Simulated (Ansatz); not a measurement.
# Structure relaxation of Ir3C

Level of theory: Ansatz, DFT PBE, scalar-relativistic, plane waves, PAW. Cutoff 420 eV, Γ-centred k mesh, Gaussian smearing, no spin polarisation in the final step.

Ir3C was placed on the Cu3Au (L1_2) structure type (Pm-3m, No. 221), with C in place of Au, Ir in place of Cu, at a guessed volume.

```xyz
4
Lattice="3.6019 0.0000 0.0000 0.0000 3.6019 0.0000 0.0000 0.0000 3.6019" Properties=species:S:1:pos:R:3 pbc="T T T"
Ir    0.0000    1.8009    1.8009
Ir    1.8009    0.0000    1.8009
Ir    1.8009    1.8009    0.0000
C     0.0000    0.0000    0.0000
```

Cell and atoms relax at zero pressure; the relaxation can't lower the symmetry of the start. After a coarse first stage the cell is made exact in the group found at 0.06 Å.

The zero of energy is the elements' standard structures at the same level; no fitted shifts are applied.

Question: What does it relax into?

Answer: It keeps Pm-3m (No. 221). The result has the Cu3Au (L1_2) structure. Conventional cell: a = 3.770 Å. Ir has 4 C at 2.67 Å and 8 Ir at 2.67 Å; C has 12 Ir at 2.67 Å.

```cif
data_structure
_symmetry_space_group_name_H-M 'Pm-3m'
_symmetry_Int_Tables_number 221
_cell_length_a 3.7699
_cell_length_b 3.7699
_cell_length_c 3.7699
_cell_angle_alpha 90.000
_cell_angle_beta 90.000
_cell_angle_gamma 90.000
_cell_volume 53.58
loop_
_atom_site_label
_atom_site_type_symbol
_atom_site_symmetry_multiplicity
_atom_site_Wyckoff_symbol
_atom_site_fract_x
_atom_site_fract_y
_atom_site_fract_z
_atom_site_occupancy
Ir1 Ir 3 c 0.00000 0.50000 0.50000 1
C1 C 1 a 0.00000 0.00000 0.00000 1
```

Question: What are its volume, energy, density and gap?

Answer: The volume per atom is 13.39 Å³, the density is 18.24 g/cm³ and the energy over the elements is 1.53 eV/atom. The gap on the 12×12×12 mesh is 0 eV (a metal).

The final run used a 12×12×12 mesh on its 4-atom cell and 0.10 eV smearing. For metals, differences of a few meV/atom aren't resolved. Spin–orbit coupling is left out. A structure relaxed within its symmetry needn't be a true minimum.

Cost: 3 runs of about 0.69 core-minutes in all, on Arm Neoverse V2 (shared hosts).